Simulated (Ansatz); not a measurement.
# How far each method lies from UCCSDT(Q) for Ge–PH2, quartet

Geometry: a PBE0/def2-TZVP stationary point for this spin, not checked as a minimum. The doublet lies 1.4 eV lower here.

```xyz
4

Ge    0.0000    0.0000    0.8205
P     0.0000    0.0000   -1.7495
H     0.0000    1.0658   -2.6836
H     0.0000   -1.0658   -2.6836
```

Basis cc-pVTZ; Ansatz 0.2.0. Only valence electrons are correlated (noble-gas cores and the filled d shells of p-block atoms frozen), which leaves 11 electrons in 86 orbitals. Prefix R: restricted or restricted open-shell reference; prefix U: unrestricted. Active spaces: valence = (11e, 10o) chosen from the atoms' valence shells. No spin–orbit coupling is included, and no scalar relativity.

Full CI isn't at hand for all of this; UCCSDT(Q) serves as the reference, and is uncertain by about the last step of the cluster series. The frozen core follows each run's orbitals, which can shift R against U totals by a few meV for light atoms and by up to 0.1 eV past Ca.

```
UHF ⟨S²⟩                          : 3.804
T1 diagnostic (RCCSD)             : 0.0209
largest doubles amplitude (RCCSD) : 0.048
T1 diagnostic (UCCSD)             : 0.0217
```

| level | E − E(UCCSDT(Q)) (meV) | share of correlation (%) | wall time |
| --- | --- | --- | --- |
| UHF | 6797 | 3.86 | – |
| UMP2 | 1383 | 80.44 | – |
| UCCSD | 322 | 95.44 | – |
| UCCSD(T) | 58 | 99.18 | 4.2 s (H100) |
| UCCSDT | 13 | 99.82 | – |

The correlation energy at UCCSDT(Q), counted from RHF, is -7.070 eV. That run took 25 s on 2 threads of AMD EPYC 7R13 with a shared H100 80 GB, shared host.

Run but not shown, since their state or frozen core can't be matched to the reference's or they repeat it: RHF, RMP2, RCCSD, RCCSD(T), BCCD(T), RCCSDT, RCCSDT(Q), CASSCF (valence space), NEVPT2 (valence space), MRCISD (valence space), MRCISD+Q (valence space).

Times hold each run's SCF and search for its determinant on a shared host, so for small cases they say little of a method's own cost.

Natural occupations of CASSCF (valence space) about the gap: 1.990 1.979 1.972 1.961 1.003 1.000 0.997 0.045 0.028 0.023; effectively unpaired electrons, Σ n²(2−n)², 3.02.
